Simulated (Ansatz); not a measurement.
# F2HSi: ladder of basis sets

How does the energy of F2HSi converge with the basis? The task is a ladder of basis sets, for F2HSi.

All numbers are computed with the Python package of Ansatz 0.2.0. The levels of theory stand in the script.

### 1 Starting point

Bond lengths: F1–Si2 1.606 Å, Si2–F3 1.606 Å, Si2–H4 1.439 Å. Angles: F1–Si2–F3 100.4°, F1–Si2–H4 108.7°, F3–Si2–H4 108.6°.

No structure file is read: the coordinates are typed or built in the script.

### 2 The script

Contents of run_basis.py:

```python
"""Basis-set convergence for F2HSi."""

import argparse

import ansatz

parser = argparse.ArgumentParser(description="Basis-set convergence for F2HSi.")
parser.add_argument("--level", required=True, help="wavefunction method")
args = parser.parse_args()


def main() -> None:
    molecule = (
        ansatz.Crystal.molecule()
        .atom("F", [1.2269, 0.653, -0.4103])
        .atom("Si", [-0.0281, -0.3429, -0.3011])
        .atom("F", [-1.2342, 0.7162, -0.2528])
        .atom("H", [0.0353, -1.0263, 0.9641])
    )

    setup = (
        molecule.calculation()
        .correlation(args.level)
        .spin("collinear", total=1)
    )

    energies = {}
    for basis in ["cc-pVDZ", "cc-pVTZ"]:
        data = setup.basis(gaussian=basis).run().report
        size = data["n_frozen"] + data["n_occupied"][0] + data["n_virtual"][0]
        energies[basis] = (data["reference_energy_ev"] / 27.211386246, data["free_energy_ev"] / 27.211386246)
        print(f"{basis:14s} {size:4d} orbitals  reference {energies[basis][0]:14.6f} Ha  total {energies[basis][1]:14.6f} Ha")

    # correlation energy at the basis limit from E(X) = E + A / X^3
    small, large = (energies[b][1] - energies[b][0] for b in ("cc-pVDZ", "cc-pVTZ"))
    limit = (3 ** 3 * large - 2 ** 3 * small) / (3 ** 3 - 2 ** 3)
    print(f"correlation energy: {small:.6f} and {large:.6f} Ha, extrapolated {limit:.6f} Ha")
    print(f"share caught by the larger set: {100 * large / limit:.1f} %")


if __name__ == "__main__":
    main()
```

### 3 The calls as engine input

The package turns the script's settings into the engine's input (first run):

```yaml
crystal:
  periodic: [false, false, false]
  atoms:
    - { symbol: F, position_ang: [1.2269, 0.653, -0.4103] }
    - { symbol: Si, position_ang: [-0.0281, -0.3429, -0.3011] }
    - { symbol: F, position_ang: [-1.2342, 0.7162, -0.2528] }
    - { symbol: H, position_ang: [0.0353, -1.0263, 0.9641] }
basis:
  gaussian:
    orbitals: cc-pVDZ
magnetization:
  spin_polarized: true
  initial_magnetization: 1.0
correlation:
  method: mp2
```

### 4 Running it

Started as:

```bash
python run_basis.py --level mp2
```

What it wrote:

```text
cc-pVDZ          51 orbitals  reference    -488.459238 Ha  total    -488.910569 Ha
cc-pVTZ         108 orbitals  reference    -488.567498 Ha  total    -489.168142 Ha
correlation energy: -0.451331 and -0.600644 Ha, extrapolated -0.663512 Ha
share caught by the larger set: 90.5 %
```

It took 2 s on 1 thread of Arm Neoverse V1, shared host; peak memory 0.22 GiB.

### 5 What changed from run to run

The engine's inputs for the other runs:

Run 2, against run 1:

```diff
@@ -10 +10 @@
-    orbitals: cc-pVDZ
+    orbitals: cc-pVTZ
```

Lines on the test bed's own set-up are left out of the output.

### 6 Run by run

From the records of these 2 runs:

| run | basis | energy (eV) | <S²> | iterations in all | CPU time (s) |
| --- | --- | --- | --- | --- | --- |
| 1 | cc-pVDZ | -13303.9343 | 0.75 | 16 | 0.36 |
| 2 | cc-pVTZ | -13310.9432 | 0.75 | 11 | 1.2 |

Correlation energies (total less mean field):

| basis | correlation (eV) | share of the last | miss against the last (eV) | CPU time (s) |
| --- | --- | --- | --- | --- |
| cc-pVDZ | -12.281 | 75.1 % | +4.063 | 0.36 |
| cc-pVTZ | -16.344 | 100.0 % | +0.000 | 1.2 |

### 7 Summary of results

```
                       quantity         value
extrapolated correlation energy  -0.663512 Ha
                  runs compared             2
   correlation energy, last run    -16.344 eV
```

In words: Against cc-pVDZ: cc-pVTZ -257.6 mHa. The last step alone is -257.57 mHa. Notes:
- The drop along the ladder measures the basis error, and is no property of the molecule.
- The geometry is a force-field or estimated start, not a minimum of this method, and the last set is no limit. Much of the fall in a total is atomic energy, which cancels in bond and reaction energies.
- The species is open-shell (spin multiplicity 2).
- Inner cores stay frozen, so this is valence correlation.
- For Al to Cl the sets with a tight d function, cc-pV(X+d)Z, are usual.
- An extrapolation from small basis sets is rough.
